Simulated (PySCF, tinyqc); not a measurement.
Worked calculation: FCI on RHF in the sto-3g basis, for HF, spin multiplicity 1. The lowest restricted solution is unstable here: a spin-polarised one lies 0.0390 hartree lower (PySCF). Computed by tinyqc, a small Python program that keeps every step (integrals from PySCF). Settings: charge = 0, multiplicity = 1, basis = sto-3g, method = RHF, energy threshold = 1e-10, iteration cap = 68, orthogonalisation = canonical, start = atomic densities, DIIS depth = 6, ci = FCI, davidson = 1. Command: `OMP_NUM_THREADS=1 python tinyqc.py 27862 27863 out.jsonl` (the two numbers bound the seeds that draw the settings). One thread of a shared host (Intel(R) Xeon(R) Processor @ 2.60GHz), about 0.2 s of CPU time with the checks. The early iterations of the SCF are left out here.

## One-electron integrals

Geometry (angstrom):
```
atom       x       y       z
F     0.0000  0.0000  0.0000
H     0.0000  0.0000  1.4340
```

Basis sto-3g: exponents (1/bohr^2) and contraction coefficients of normalised primitives:
```
element  l (shell)  exponent  coefficient
F            s (1)  166.6791       0.1543
F            s (1)   30.3608       0.5353
F            s (1)    8.2168       0.4446
F            s (2)    6.4648      -0.1000
F            s (2)    1.5023       0.3995
F            s (2)    0.4886       0.7001
F            p (3)    6.4648       0.1559
F            p (3)    1.5023       0.6077
F            p (3)    0.4886       0.3920
H            s (1)    3.4253       0.1543
H            s (1)    0.6239       0.5353
H            s (1)    0.1689       0.4446
```

Overlap, kinetic and nuclear-attraction integrals over the contracted functions; the nuclear repulsion is the sum of Za Zb / Rab.

nuclear repulsion = 3.321196 hartree

overlap S, order 1F 1s, 1F 2s, 1F 2px, 1F 2py, 1F 2pz, 2H 1s:
```
[[1.0000, 0.2380, 0.0000, 0.0000, 0.0000, 0.0148],
 [0.2380, 1.0000, 0.0000, 0.0000, 0.0000, 0.1851],
 [0.0000, 0.0000, 1.0000, 0.0000, 0.0000, 0.0000],
 [0.0000, 0.0000, 0.0000, 1.0000, 0.0000, 0.0000],
 [0.0000, 0.0000, 0.0000, 0.0000, 1.0000, 0.1703],
 [0.0148, 0.1851, 0.0000, 0.0000, 0.1703, 1.0000]]
```

kinetic energy T (hartree), order 1F 1s, 1F 2s, 1F 2px, 1F 2py, 1F 2pz, 2H 1s:
```
[[36.9846, -0.2129, 0.0000, 0.0000, 0.0000, -0.0046],
 [-0.2129, 1.0380, 0.0000, 0.0000, 0.0000, -0.0102],
 [0.0000, 0.0000, 3.2480, 0.0000, 0.0000, 0.0000],
 [0.0000, 0.0000, 0.0000, 3.2480, 0.0000, 0.0000],
 [0.0000, 0.0000, 0.0000, 0.0000, 3.2480, 0.0300],
 [-0.0046, -0.0102, 0.0000, 0.0000, 0.0300, 0.7600]]
```

nuclear attraction V (hartree), order 1F 1s, 1F 2s, 1F 2px, 1F 2py, 1F 2pz, 2H 1s:
```
[[-77.3786, -9.2646, 0.0000, 0.0000, -0.0062, -0.5886],
 [-9.2646, -11.9102, 0.0000, 0.0000, -0.0770, -1.5041],
 [0.0000, 0.0000, -11.8062, 0.0000, 0.0000, 0.0000],
 [0.0000, 0.0000, 0.0000, -11.8062, 0.0000, 0.0000],
 [-0.0062, -0.0770, 0.0000, 0.0000, -11.8409, -1.1602],
 [-0.5886, -1.5041, 0.0000, 0.0000, -1.1602, -4.5300]]
```

core Hamiltonian H = T + V (hartree), order 1F 1s, 1F 2s, 1F 2px, 1F 2py, 1F 2pz, 2H 1s:
```
[[-40.3940, -9.4775, 0.0000, 0.0000, -0.0062, -0.5932],
 [-9.4775, -10.8722, 0.0000, 0.0000, -0.0770, -1.5143],
 [0.0000, 0.0000, -8.5582, 0.0000, 0.0000, 0.0000],
 [0.0000, 0.0000, 0.0000, -8.5582, 0.0000, 0.0000],
 [-0.0062, -0.0770, 0.0000, 0.0000, -8.5929, -1.1302],
 [-0.5932, -1.5143, 0.0000, 0.0000, -1.1302, -3.7700]]
```

## Two-electron integrals

Functions are numbered as in S; the eight-fold symmetry (ij|kl) = (ji|kl) = (kl|ij) leaves the list below.

Two-electron integrals (ij|kl) in chemists' order, unique and non-zero (hartree):
```
(11|11) 5.4035     (21|11) 0.8419     (21|21) 0.1563     (22|11) 1.2680
(22|21) 0.2923     (22|22) 0.9262     (31|31) 0.0280     (32|31) 0.0432
(32|32) 0.2046     (33|11) 1.2645     (33|21) 0.2924     (33|22) 0.9260
(33|33) 0.9975     (41|41) 0.0280     (42|41) 0.0432     (42|42) 0.2046
(43|43) 0.0538     (44|11) 1.2645     (44|21) 0.2924     (44|22) 0.9260
(44|33) 0.8900     (44|44) 0.9975     (51|51) 0.0280     (52|51) 0.0432
(52|52) 0.2046     (53|53) 0.0538     (54|54) 0.0538     (55|11) 1.2645
(55|21) 0.2924     (55|22) 0.9260     (55|33) 0.8900     (55|44) 0.8900
(55|55) 0.9975     (61|11) 0.0529     (61|21) 0.0097     (61|22) 0.0181
(61|33) 0.0181     (61|44) 0.0181     (61|51) 3.66e-04   (61|52) 0.0007
(61|55) 0.0182     (61|61) 0.0006     (62|11) 0.1543     (62|21) 0.0362
(62|22) 0.1305     (62|33) 0.1286     (62|44) 0.1286     (62|51) 0.0024
(62|52) 0.0201     (62|55) 0.1342     (62|61) 0.0023     (62|62) 0.0241
(63|31) 0.0035     (63|32) 0.0219     (63|53) 0.0041     (63|63) 0.0034
(64|41) 0.0035     (64|42) 0.0219     (64|54) 0.0041     (64|64) 0.0034
(65|11) 0.1140     (65|21) 0.0270     (65|22) 0.1047     (65|33) 0.1005
(65|44) 0.1005     (65|51) 0.0050     (65|52) 0.0366     (65|55) 0.1129
(65|61) 0.0018     (65|62) 0.0239     (65|65) 0.0269     (66|11) 0.3670
(66|21) 0.0873     (66|22) 0.3643     (66|33) 0.3548     (66|44) 0.3548
(66|51) 0.0059     (66|52) 0.0712     (66|55) 0.3831     (66|61) 0.0055
(66|62) 0.0934     (66|65) 0.1090     (66|66) 0.7746
```

## Orthogonalisation

S = U s U^T; canonical form X = U s^(-1/2), so that X^T S X = 1. Each column of U has its largest component positive (the first on a tie).

eigenvalues of S: [0.6846, 0.8668, 1.0000, 1.0000, 1.1185, 1.3302]

X, order 1F 1s, 1F 2s, 1F 2px, 1F 2py, 1F 2pz, 2H 1s:
```
[[-0.5717, 0.5739, 0.0000, 0.0000, -0.4750, 0.4233],
 [0.7964, -0.2882, 0.0000, 0.0000, -0.2639, 0.5592],
 [0.0000, 0.0000, 0.9978, 0.0663, 0.0000, 0.0000],
 [0.0000, 0.0000, -0.0663, 0.9978, 0.0000, 0.0000],
 [0.3358, 0.6782, 0.0000, 0.0000, 0.6353, 0.2337],
 [-0.6220, -0.5303, 0.0000, 0.0000, 0.4418, 0.4531]]
```

Within a degenerate level the vectors are fixed only up to a rotation; this is one choice.

## Iteration 7 (converged): orbitals

converged F (hartree), order 1F 1s, 1F 2s, 1F 2px, 1F 2py, 1F 2pz, 2H 1s:
```
[[-25.9245, -6.6265, 0.0000, 0.0000, -0.0115, -0.4205],
 [-6.6265, -3.0118, 0.0000, 0.0000, -0.0063, -0.4485],
 [0.0000, 0.0000, -0.4655, 0.0000, 0.0000, 0.0000],
 [0.0000, 0.0000, 0.0000, -0.4655, 0.0000, 0.0000],
 [-0.0115, -0.0063, 0.0000, 0.0000, -0.1748, -0.3519],
 [-0.4205, -0.4485, 0.0000, 0.0000, -0.3519, -0.2050]]
```

Diagonalise F' = X^T F X, C = X C', fill 5 alpha and 5 beta electrons from the bottom; D = 2 C_occ C_occ^T. Each column has its largest component positive (the first on a tie).

F' = X^T F X (hartree):
```
[[-4.1558, 5.3113, 0.0000, 0.0000, -5.0411, 5.0709],
 [5.3113, -6.3679, 0.0000, 0.0000, 6.7036, -7.0034],
 [0.0000, 0.0000, -0.4655, 0.0000, 0.0000, 0.0000],
 [0.0000, 0.0000, 0.0000, -0.4655, 0.0000, 0.0000],
 [-5.0411, 6.7036, 0.0000, 0.0000, -7.7392, 7.9047],
 [5.0709, -7.0034, 0.0000, 0.0000, 7.9047, -9.2435]]
```

orbital energies (hartree): [-25.9336, -1.4033, -0.4655, -0.4655, -0.4277, 0.2582]

coefficients C, order 1F 1s, 1F 2s, 1F 2px, 1F 2py, 1F 2pz, 2H 1s:
```
[[0.9951, -0.2610, 0.0000, 0.0000, 0.0363, 0.0386],
 [0.0201, 1.0125, 0.0000, 0.0000, -0.1827, -0.2020],
 [0.0000, 0.0000, -0.4240, 0.9057, 0.0000, 0.0000],
 [0.0000, 0.0000, 0.9057, 0.4240, 0.0000, 0.0000],
 [0.0008, 0.0095, 0.0000, 0.0000, 0.6873, -0.7474],
 [-0.0021, 0.0732, 0.0000, 0.0000, 0.6256, 0.8197]]
```

D after iteration 7, order 1F 1s, 1F 2s, 1F 2px, 1F 2py, 1F 2pz, 2H 1s:
```
[[2.1192, -0.5017, 0.0000, 0.0000, 0.0465, 0.0030],
 [-0.5017, 2.1177, 0.0000, 0.0000, -0.2319, -0.0803],
 [0.0000, 0.0000, 2.0000, 0.0000, 0.0000, 0.0000],
 [0.0000, 0.0000, 0.0000, 2.0000, 0.0000, 0.0000],
 [0.0465, -0.2319, 0.0000, 0.0000, 0.9448, 0.8612],
 [0.0030, -0.0803, 0.0000, 0.0000, 0.8612, 0.7934]]
```

Within a degenerate level the vectors are fixed only up to a rotation; this is one choice.

## Convergence

Stop when the energy changes by less than 1e-10 hartree and every element of the error matrix X^T (F D S - S D F) X is below 3e-06.

Course of the cycle:
```
iteration  E (hartree)     change  largest element of the error matrix
1           -99.009394          -                             4.18e-01
2           -98.337900   6.71e-01                             2.17e-01
3           -98.438357  -1.00e-01                             2.31e-02
4           -98.439268  -9.11e-04                             1.95e-03
5           -98.439271  -2.27e-06                             1.10e-04
6           -98.439271  -1.55e-08                             4.41e-06
7           -98.439271  -3.64e-11                             1.41e-08
```

PySCF RHF in the same basis = -98.439271 hartree

Converged in 7 iterations.

## Integrals over molecular orbitals

(pq|rs) = sum C_ip C_jq C_kr C_ls (ij|kl), one index at a time.

one-electron integrals over orbitals h = C^T H C (hartree):
```
[[-40.3770, 0.7290, 0.0000, 0.0000, -0.0950, -0.1061],
 [0.7290, -9.1135, 0.0000, 0.0000, 0.4051, 0.5962],
 [0.0000, 0.0000, -8.5582, 0.0000, 0.0000, 0.0000],
 [0.0000, 0.0000, 0.0000, -8.5582, 0.0000, 0.0000],
 [-0.0950, 0.4051, 0.0000, 0.0000, -6.4579, 2.4372],
 [-0.1061, 0.5962, 0.0000, 0.0000, 2.4372, -5.8632]]
```

Two-electron integrals over orbitals (pq|rs), unique and non-zero (hartree):
```
(11|11) 5.3650    (21|11) -0.5270   (21|21) 0.0816    (22|11) 1.2453
(22|21) -0.0235   (22|22) 0.8826    (31|31) 0.0295    (32|31) 0.0404
(32|32) 0.1920    (33|11) 1.2640    (33|21) -0.0153   (33|22) 0.9013
(33|33) 0.9975    (41|41) 0.0295    (42|41) 0.0404    (42|42) 0.1920
(43|43) 0.0538    (44|11) 1.2640    (44|21) -0.0153   (44|22) 0.9013
(44|33) 0.8900    (44|44) 0.9975    (51|11) 0.0725    (51|21) -0.0110
(51|22) 0.0042    (51|33) 0.0022    (51|44) 0.0022    (51|51) 0.0159
(52|11) -0.0958   (52|21) 0.0036    (52|22) -0.0439   (52|33) -0.0540
(52|44) -0.0540   (52|51) 0.0204    (52|52) 0.1222    (53|31) -0.0051
(53|32) -0.0207   (53|53) 0.0316    (54|41) -0.0051   (54|42) -0.0207
(54|54) 0.0316    (55|11) 0.8441    (55|21) -0.0080   (55|22) 0.6598
(55|33) 0.6457    (55|44) 0.6457    (55|51) -0.0011   (55|52) -0.0059
(55|55) 0.6408    (61|11) 0.0782    (61|21) -0.0124   (61|22) 0.0027
(61|33) 0.0023    (61|44) 0.0023    (61|51) -0.0134   (61|52) -0.0222
(61|55) 0.0035    (61|61) 0.0178    (62|11) -0.1140   (62|21) 0.0032
(62|22) -0.0636   (62|33) -0.0640   (62|44) -0.0640   (62|51) -0.0199
(62|52) -0.0861   (62|55) -0.0188   (62|61) 0.0197    (62|62) 0.0913
(63|31) -0.0052   (63|32) -0.0214   (63|53) -0.0244   (63|63) 0.0280
(64|41) -0.0052   (64|42) -0.0214   (64|54) -0.0244   (64|64) 0.0280
(65|11) -0.4477   (65|21) 0.0074    (65|22) -0.2666   (65|33) -0.2684
(65|44) -0.2684   (65|51) 0.0012    (65|52) 0.0659    (65|55) -0.0834
(65|61) -0.0038   (65|62) 0.0261    (65|65) 0.2560    (66|11) 0.8118
(66|21) -0.0086   (66|22) 0.6189    (66|33) 0.6061    (66|44) 0.6061
(66|51) 0.0077    (66|52) 0.0349    (66|55) 0.6284    (66|61) -0.0058
(66|62) -0.0448   (66|65) -0.0309   (66|66) 0.6488
```

## FCI: determinants and Hamiltonian

Hartree-Fock energy = -98.439271 hartree

Slater-Condon rules over spin orbitals, with the nuclear repulsion added and E(HF) subtracted on the diagonal. Only determinants linked to the reference directly or through others are kept (one block of an abelian symmetry group), so some states are absent.

Occupation strings over the orbitals (2 doubly, a alpha, b beta, 0 empty; spin orbitals ordered 1a 1b 2a 2b ...): 222220 2222ab 2a222b a2222b 2222ba 2b222a b2222a 222202 2a22b2 a222b2 222022 220222 2b22a2 202222 ab2222 b222a2 ba2222 022222

H - E(HF) between determinants (hartree), order 222220, 2222ab, 2a222b, a2222b, 2222ba, 2b222a, b2222a, 222202, 2a22b2, a222b2, 222022, 220222, 2b22a2, 202222, ab2222, b222a2, ba2222, 022222:
```
[[0.0000, 0.0000, 0.0000, 0.0000, 0.0000, 0.0000, 0.0000, 0.2560, -0.0261, 0.0038, 0.0280, 0.0280, 0.0261, 0.0913, -0.0197, -0.0038, 0.0197, 0.0178],
 [0.0000, 0.3135, -0.0088, -0.0115, -0.2560, -0.0261, 0.0038, 0.0525, 0.0659, 0.0012, 0.0244, 0.0244, -0.0259, 0.0861, -0.0199, -0.0093, 0.0222, 0.0134],
 [0.0000, -0.0088, 1.1339, 0.0283, -0.0261, -0.0913, -0.0197, -0.0659, -0.2358, 0.0074, 0.0214, 0.0214, 0.0861, 0.0188, 0.0032, 0.0222, -0.0085, 0.0124],
 [0.0000, -0.0115, 0.0283, 25.3978, 0.0038, -0.0197, -0.0178, -0.0012, 0.0074, -0.4168, 0.0052, 0.0052, 0.0199, -0.0032, -0.0693, 0.0134, 0.0124, -0.0839],
 [0.0000, -0.2560, -0.0261, 0.0038, 0.3135, -0.0088, -0.0115, -0.0525, -0.0259, -0.0093, -0.0244, -0.0244, 0.0659, -0.0861, 0.0222, 0.0012, -0.0199, -0.0134],
 [0.0000, -0.0261, -0.0913, -0.0197, -0.0088, 1.1339, 0.0283, 0.0659, 0.0861, 0.0222, -0.0214, -0.0214, -0.2358, -0.0188, -0.0085, 0.0074, 0.0032, -0.0124],
 [0.0000, 0.0038, -0.0197, -0.0178, -0.0115, 0.0283, 25.3978, 0.0012, 0.0199, 0.0134, -0.0052, -0.0052, 0.0074, 0.0032, 0.0124, -0.4168, -0.0693, 0.0839],
 [0.2560, 0.0525, -0.0659, -0.0012, -0.0525, 0.0659, 0.0012, 0.6599, 0.0497, 0.0204, 0.0316, 0.0316, -0.0497, 0.1222, -0.0204, -0.0204, 0.0204, 0.0159],
 [-0.0261, 0.0659, -0.2358, 0.0074, -0.0259, 0.0861, 0.0199, 0.0497, 1.5088, 0.0289, 0.0207, 0.0207, -0.1222, 0.0877, 0.0036, -0.0204, 0.0150, 0.0110],
 [0.0038, 0.0012, 0.0074, -0.4168, -0.0093, 0.0222, 0.0134, 0.0204, 0.0289, 25.7640, 0.0051, 0.0051, -0.0204, -0.0036, -0.1396, -0.0159, 0.0110, -0.0533],
 [0.0280, 0.0244, 0.0214, 0.0052, -0.0244, -0.0214, -0.0052, 0.0316, 0.0207, 0.0051, 0.7255, 0.0538, -0.0207, 0.1920, -0.0404, -0.0051, 0.0404, 0.0295],
 [0.0280, 0.0244, 0.0214, 0.0052, -0.0244, -0.0214, -0.0052, 0.0316, 0.0207, 0.0051, 0.0538, 0.7255, -0.0207, 0.1920, -0.0404, -0.0051, 0.0404, 0.0295],
 [0.0261, -0.0259, 0.0861, 0.0199, 0.0659, -0.2358, 0.0074, -0.0497, -0.1222, -0.0204, -0.0207, -0.0207, 1.5088, -0.0877, 0.0150, 0.0289, 0.0036, -0.0110],
 [0.0913, 0.0861, 0.0188, -0.0032, -0.0861, -0.0188, 0.0032, 0.1222, 0.0877, -0.0036, 0.1920, 0.1920, -0.0877, 2.5614, -0.0134, 0.0036, 0.0134, 0.0816],
 [-0.0197, -0.0199, 0.0032, -0.0693, 0.0222, -0.0085, 0.0124, -0.0204, 0.0036, -0.1396, -0.0404, -0.0404, 0.0150, -0.0134, 26.9951, 0.0110, -0.0816, 0.4901],
 [-0.0038, -0.0093, 0.0222, 0.0134, 0.0012, 0.0074, -0.4168, -0.0204, -0.0204, -0.0159, -0.0051, -0.0051, 0.0289, 0.0036, 0.0110, 25.7640, -0.1396, 0.0533],
 [0.0197, 0.0222, -0.0085, 0.0124, -0.0199, 0.0032, -0.0693, 0.0204, 0.0150, 0.0110, 0.0404, 0.0404, 0.0036, 0.0134, -0.0816, -0.1396, 26.9951, -0.4901],
 [0.0178, 0.0134, 0.0124, -0.0839, -0.0134, -0.0124, 0.0839, 0.0159, 0.0110, -0.0533, 0.0295, 0.0295, -0.0110, 0.0816, 0.4901, 0.0533, -0.4901, 55.1857]]
```

## FCI: roots

Diagonalise (each vector has its largest component positive (the first on a tie)); all determinants have Ms = 0, so triplets appear too. The lowest singlet root is the correlation energy.

lowest roots of this matrix, relative to E(HF) (hartree): [-0.0922, 0.0554, 0.5321, 0.6718, 0.6919, 0.7821, 0.9869, 1.0619]

lowest vectors, order 222220, 2222ab, 2a222b, a2222b, 2222ba, 2b222a, b2222a, 222202, 2a22b2, a222b2, 222022, 220222, 2b22a2, 202222, ab2222, b222a2, ba2222, 022222:
```
[[0.9438, 0.0000, -0.1304, 0.0000],
 [0.0267, 0.7065, 0.6670, 0.0000],
 [-0.0106, 0.0221, -0.0682, 0.0000],
 [0.0000, 0.0002, 0.0005, 0.0000],
 [-0.0267, 0.7065, -0.6670, 0.0000],
 [0.0106, 0.0221, 0.0682, 0.0000],
 [0.0000, 0.0002, -0.0005, 0.0000],
 [-0.3253, 0.0000, -0.2671, 0.0000],
 [0.0216, -0.0187, -0.0635, 0.0000],
 [0.0001, 0.0002, 0.0001, 0.0000],
 [-0.0165, 0.0000, -0.0451, 0.7071],
 [-0.0165, 0.0000, -0.0451, -0.7071],
 [-0.0216, -0.0187, 0.0635, 0.0000],
 [-0.0181, 0.0000, -0.0194, 0.0000],
 [0.0004, 0.0000, 0.0006, 0.0000],
 [-0.0001, 0.0002, -0.0001, 0.0000],
 [-0.0004, 0.0000, -0.0006, 0.0000],
 [-0.0002, 0.0000, -0.0001, 0.0000]]
```

<S^2> of these roots: [0.0000, 2.0000, 0.0000, 0.0000, 0.0000, 0.0000, 2.0000, 0.0000]

weight of the ground state by excitation level 0, 1, 2, ...: [0.8907, 0.0016, 0.1076]

The reference has a weight of only 0.89: one determinant is a poor start here.

## The lowest root by the Davidson method

Start from the reference; add the residual divided by (theta - H_ii), orthogonalised, at each step.

Davidson iterations:
```
iteration  subspace  lowest Ritz value (hartree)  residual norm
1                 1                     0.000000       2.79e-01
2                 2                    -0.089622       6.31e-02
3                 3                    -0.092086       9.55e-03
4                 4                    -0.092159       1.73e-03
5                 5                    -0.092161       2.45e-04
6                 6                    -0.092161       1.29e-05
7                 7                    -0.092161       9.49e-07
8                 8                    -0.092161       3.17e-08
```
